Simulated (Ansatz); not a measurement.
Coupled-cluster run, CH3AlCl (`[CH3][Al][Cl]`) radical.

```yaml
crystal:
  periodic: [false, false, false]
  atoms:
    - {symbol: C, position_ang: [-0.441433, 0.449028, -0.287250]}
    - {symbol: Al, position_ang: [0.123095, -1.352949, 0.254546]}
    - {symbol: Cl, position_ang: [2.028573, -1.546268, 1.168764]}
    - {symbol: H, position_ang: [0.335286, 1.177257, -0.041390]}
    - {symbol: H, position_ang: [-1.368153, 0.727787, 0.222081]}
    - {symbol: H, position_ang: [-0.635168, 0.481042, -1.363050]}
basis:
  gaussian: {orbitals: def2-SVP}
magnetization: {spin_polarized: true, initial_magnetization: 1}
correlation: {method: ccsd_t}
scf: {omitted_lower_state_checks: [cluster_reference]}
```

```sh
$ ansatz run in.yaml --threads 2 --pin off --events-out ev --progress --plain
```

The program prints (abridged):

```
Functional definition: HF
620 factors; integrals over basis functions are off by at most 1.3e-3 eV
mean field evaluation 1: about -20156.8690 eV, gradient 1.7e1 eV
mean field evaluation 2: about -20156.8733 eV, gradient 1.7e1 eV
mean field evaluation 4: about -20158.9556 eV, gradient 1.9e0 eV
mean field evaluation 8: about -20159.0301 eV, gradient 5.1e-3 eV
mean field -20159.03006175 eV, -740.8306904881 hartree, gradient 7.5e-6 eV, S^2 0.754983; 0 other end points of the search recorded, 0 dependent functions left out
11 core orbitals not correlated: weight in the atoms' cores, before any rotation towards them, 1.000 or more for the frozen orbitals, at most 0.000 for the correlated occupied ones
reference -20159.03006175 eV, -740.8306904881 hartree; 9, 8 occupied and 45, 46 virtual orbitals, 620 factors
second order -8.73632862 eV of doubles, -0.00000000 eV of singles
cycle   1  -9.40804654 eV  change   -6.7e-1 eV  update   6.4e-2
cycle   2  -9.64009079 eV  change   -2.3e-1 eV  update   2.2e-2
cycle   3  -9.67892243 eV  change   -3.9e-2 eV  update   1.0e-2
cycle   4  -9.67657764 eV  change    2.3e-3 eV  update   4.1e-3
cycle   5  -9.67555131 eV  change    1.0e-3 eV  update   1.7e-3
cycle   6  -9.67579664 eV  change   -2.5e-4 eV  update   6.7e-4
cycle   7  -9.67595311 eV  change   -1.6e-4 eV  update   2.4e-4
cycle   8  -9.67598421 eV  change   -3.1e-5 eV  update   8.4e-5
cycle   9  -9.67597227 eV  change    1.2e-5 eV  update   3.1e-5
cycle  10  -9.67597226 eV  change    9.6e-9 eV  update   1.1e-5
perturbative correction -0.23935639 eV, -0.0087961849 hartree
Total energy: -20168.94539040 eV, -741.1950720948 hartree
Checks for a lower state left out: cluster_reference
```

Run time 1.9 s (2 threads of a server CPU on a shared host); peak host memory 0.24 GiB.

MP2 recovers 88.1 % of the CCSD(T) correlation energy and the triples give 2.4 %; T1 = 0.0124.
